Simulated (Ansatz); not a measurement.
# CH3BO: the cost of one run

Computed with Ansatz 0.2.0, driven from Python. Level of theory: Hartree-Fock/def2-SVP.

### Step 1. Starting point

Bond lengths: B1–C2 1.540 Å, B1–O3 1.526 Å, C2–O3 1.395 Å, B1–H4 1.122 Å, C2–H5 1.122 Å, C2–H6 1.104 Å. Angles: B1–C2–O3 62.4°, B1–C2–H5 114.9°, B1–C2–H6 116.4°, O3–C2–H5 112.4°, O3–C2–H6 111.8°, H5–C2–H6 123.2°, C2–B1–O3 54.1°, C2–B1–H4 140.2°, O3–B1–H4 146.9°, B1–O3–C2 63.5°.

Input file ch3bo.xyz:

```xyz
6

B    -0.64650   -0.38000   -0.57330
C     0.51870    0.20160    0.24860
O    -0.55320    1.04610   -0.03900
H    -1.26160   -1.31440   -0.65340
H     1.43480    0.45610   -0.34680
H     0.54990   -0.07340    1.31760
```

### Step 2. Script

run_relaxed_scan.py

```python
'''One bond of CH3BO held at set lengths while the rest relaxes.'''

import ansatz as az
import numpy as np

BASIS = 'def2-SVP'
FUNCTIONAL = 'hf'

molecule = az.Crystal.molecule_from_extxyz('ch3bo.xyz')

setup = (
    molecule.calculation()
    .basis(gaussian=BASIS)
    .functional(FUNCTIONAL)
)
symbols = [site.symbol for site in molecule.cartesian_sites]
pairs = [(0, 1), (0, 2), (0, 3), (1, 2), (1, 4), (1, 5)]
print('held (A)   E (eV)        ', '  '.join(f'{symbols[i]}{i}-{symbols[j]}{j}' for i, j in pairs))
for length in [1.03, 1.12, 1.21, 1.35, 1.51]:
    summary = setup.relax(constraints=[az.DistanceConstraint((0, 3), at=length)], force_tolerance=0.02, max_steps=60).run().report
    xyz = np.array(summary['positions_ang'])
    print(f'{length:6.2f} {summary["free_energy_ev"]:14.5f}  ', '  '.join(f'{np.linalg.norm(xyz[i] - xyz[j]):.3f}' for i, j in pairs))
```

### Step 3. The calls as engine input

The package turns the script's settings into the engine's input (first run):

```yaml
crystal:
  periodic: [false, false, false]
  atoms:
    - { symbol: B, position_ang: [-0.6465, -0.38, -0.5733] }
    - { symbol: C, position_ang: [0.5187, 0.2016, 0.2486] }
    - { symbol: O, position_ang: [-0.5532, 1.0461, -0.039] }
    - { symbol: H, position_ang: [-1.2616, -1.3144, -0.6534] }
    - { symbol: H, position_ang: [1.4348, 0.4561, -0.3468] }
    - { symbol: H, position_ang: [0.5499, -0.0734, 1.3176] }
basis:
  gaussian:
    orbitals: def2-SVP
hamiltonian:
  xc: hf
relax:
  f_tol: 0.02
  max_steps: 60
  constraints:
    - { distance: [0, 3], at: 1.03 }
```

### Step 4. Launch

Command:

```console
$ python run_relaxed_scan.py
```

**Question.** How long does this script take on 1 thread of Arm Neoverse V2, shared host, and how much memory does it need?

About 26 s, with a peak of 0.19 GiB.
